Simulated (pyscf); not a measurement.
One addition across a multiple bond or ene-type step on the singlet surface with elements of a group swapped. ωB97M-D3(BJ)/def2-TZVP, kcal/mol, from the separated reactants. PySCF, gas phase, ωB97X-D3(BJ)/def2-SVP geometries.

```csv
step,barrier,reaction energy,imaginary mode (i cm⁻¹)
F–Mo(F)(F)(F)=S + HF -> F–Mo(F)(F)(F)(F)–SH,31.6,+13.3,1111
F–Mo(F)(F)(F)=S + HCl → F–Mo(F)(F)(F)(SH)–Cl,35.6,+19.0,1035
F–W(F)(F)(F)=Se + HCl → F–W(F)(F)(F)(Cl)–SeH,29.6,+7.9,1014
F–W(F)(F)(F)=Se + HF → F–W(F)(F)(F)(F)–SeH,?,?,1143
F–W(F)(F)(F)=S + HCl → F–W(F)(F)(F)(SH)–Cl,29.0,+7.7,1007
```

Task: Complete the blanks.

Result: 
- F–W(F)(F)(F)=Se + HF → F–W(F)(F)(F)(F)–SeH, barrier: 24.1
- F–W(F)(F)(F)=Se + HF → F–W(F)(F)(F)(F)–SeH, reaction energy: -0.9

Row 1: On the reactant side the descent ends in a complex (not fully relaxed), 4.1 kcal/mol under the separated species and 34.1 kcal/mol under the saddle at ωB97X-D3(BJ)/def2-TZVP. Row 2: On the product side the descent ends in a point that may be a rotor saddle (no frequency run), 1.2 kcal/mol over the lowest minimum found and 16.4 kcal/mol under the saddle at ωB97X-D3(BJ)/def2-TZVP. Row 3: On the product side the descent ends in a point that may be a rotor saddle (no frequency run), 1.8 kcal/mol over the lowest minimum found and 21.1 kcal/mol under the saddle at ωB97X-D3(BJ)/def2-TZVP. Row 5: On the product side the descent ends in a point that may be a rotor saddle (no frequency run), 1.6 kcal/mol over the lowest minimum found and 20.9 kcal/mol under the saddle at ωB97X-D3(BJ)/def2-TZVP. Each row is the saddle that its search found. Elements up to Kr have no core potential and no relativistic terms here. Elements past Kr carry the def2 core potentials, without spin-orbit coupling.
